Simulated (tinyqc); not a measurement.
Worked calculation: Pariser-Parr-Pople SCF with singles CI, for the molecule C1=CC=C1 (SMILES; centres numbered as the heavy atoms are written). One step of it, computed by the program tinyqc.

Question. Iteration 2: Fock matrix. F_rr = H_rr + P_rr gamma_rr / 2 + sum_(s != r) P_ss gamma_rs; F_rs = H_rs - P_rs gamma_rs / 2; E = tr P (H + F) / 2 + core repulsion sum_(r<s) z_r z_s gamma_rs.

P after iteration 1:
```
           1C        2C         3C        4C
1C   1.450863  0.497580  -0.549137  0.497580
2C   0.497580  0.549137   0.497580  0.549137
3C  -0.549137  0.497580   1.450863  0.497580
4C   0.497580  0.549137   0.497580  0.549137
```

core matrix H (eV):
```
            1C          2C          3C          4C
1C  -26.249286   -2.390000    0.000000   -2.390000
2C   -2.390000  -26.249286   -2.390000    0.000000
3C    0.000000   -2.390000  -26.249286   -2.390000
4C   -2.390000    0.000000   -2.390000  -26.249286
```

repulsion gamma_rs (eV):
```
           1C         2C         3C         4C
1C  11.130000   5.345397   4.398492   5.345397
2C   5.345397  11.130000   5.345397   4.398492
3C   4.398492   5.345397  11.130000   5.345397
4C   5.345397   4.398492   5.345397  11.130000
```

Centres (angstrom, eV; a flat drawing with bonds scaled to 1.40 angstrom):

| centre | x | y | core charge z | W | gamma_rr |
|---|---|---|---|---|---|
| 1C | 0.990000 | 0.000000 | 1 | 11.160000 | 11.130000 |
| 2C | 0.000000 | 0.990000 | 1 | 11.160000 | 11.130000 |
| 3C | -0.990000 | 0.000000 | 1 | 11.160000 | 11.130000 |
| 4C | 0.000000 | -0.990000 | 1 | 11.160000 | 11.130000 |

Give: F; pi energy.

Answer.

F (eV):
```
        1C      2C      3C      4C
1C  -5.923  -3.720   1.208  -3.720
2C  -3.720  -5.267  -3.720  -1.208
3C   1.208  -3.720  -5.923  -3.720
4C  -3.720  -1.208  -3.720  -5.267
```

pi energy = -47.293 eV
